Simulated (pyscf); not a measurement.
PySCF, gas phase, ωB97X-D3(BJ)/def2-SVP geometries.

Problem. Estimate by transition-state theory the rate constant of `[SiH2]=[S]` + `[H][H]` → `[SH2]` + `[SiH2]` [singlet] (singlet surface; S–Si, H–H broken, H–S, H–S formed) at 1200 K, with ωB97M-D3(BJ)/def2-TZVP energies (ideal gas, 1 atm, RRHO with modes under 100 cm⁻¹ raised to 100, one conformer, R ln 2 for chiral ones without a mode under 150 cm⁻¹; no tunnelling).

Solution. The electronic barrier is 63.2 kcal/mol and the thermal terms add +30.9, so ΔG‡ = 94.1 kcal/mol. With k_BT/h = 2.50e+13 s⁻¹ and RT = 2.385 kcal/mol, and a volume of 1.64e-19 cm³ per molecule at 1 atm, k = 3.0e-23 cm³ molecule⁻¹ s⁻¹. Wigner's tunnelling factor for 1415i cm⁻¹ would be 1.12. A shift of 1 kcal/mol in the barrier changes k by a factor 1.5. On the product side the descent ends in an adduct with a S–Si contact, 21.9 kcal/mol under the separated species and 47.3 kcal/mol under the saddle at ωB97X-D3(BJ)/def2-TZVP. What is counted as broken (S–Si) persists as a longer contact in the product adduct; parting that adduct is a step of its own. At ωB97X-D3(BJ)/def2-TZVP the barrier from the zero used here is 65.7 kcal/mol. The same reactants have a lower exit, to H₃Si–SH (barrier +21.7 kcal/mol at ωB97M-D3(BJ)/def2-TZVP, against +63.2 kcal/mol here). This is the saddle that the search found; another between the same sides may lie lower.
